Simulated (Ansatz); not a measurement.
Reaction: CH3Cl (chloromethane, SMILES CCl) → CH2Cl (SMILES [CH2]Cl, doublet) + H (doublet) (the C-H bond breaks)
Each species at its own B3LYP-D3(BJ)/def2-TZVP minimum (Ansatz, a program for electronic structure).

Quantity: bond dissociation energy (electronic), in kJ/mol. Open shells are spin-unrestricted; no spin-orbit coupling. CBS(X,Y): correlation extrapolated as X^-3, Hartree-Fock from the larger set (Q,5: extrapolated as (X+1)exp(-9√X)). A bracket is a step between two methods taken in the basis named. Functionals run without relativity, which enters their misses. Double hybrids freeze cores in their MP2 part. 'core' is core correlation in cc-pwCVTZ (1s frozen past Ne), 'X2C' scalar relativity in cc-pVTZ-DK, both at CCSD(T). For partners of very few electrons the exact lower level stands in for a higher one.

CCSD(T)/CBS(cc-pV(Q+d)Z,cc-pV(5+d)Z) + [CCSDT(Q) - CCSD(T)]/cc-pV(T+d)Z + core + X2C (Ansatz) gives 447.0 kJ/mol.

Question: What does PBE/def2-TZVPD (Ansatz) give here, and how do the other levels compare?

Answer: PBE gives 427.3 kJ/mol, 19.7 kJ/mol below it. Differences of the others: r2SCAN/def2-TZVPD (Ansatz) -24.0; B3LYP/def2-TZVPD (Ansatz) -10.4; wB97M-V/def2-TZVPD (Ansatz) -2.1; B2PLYP/def2-TZVPD (Ansatz) -10.4; CCSD(T)/CBS(cc-pV(Q+d)Z,cc-pV(5+d)Z) + core + X2C (Ansatz) 0.6 kJ/mol. Nearer than PBE: B3LYP/def2-TZVPD, wB97M-V/def2-TZVPD, B2PLYP/def2-TZVPD, CCSD(T)/CBS(cc-pV(Q+d)Z,cc-pV(5+d)Z) + core + X2C.
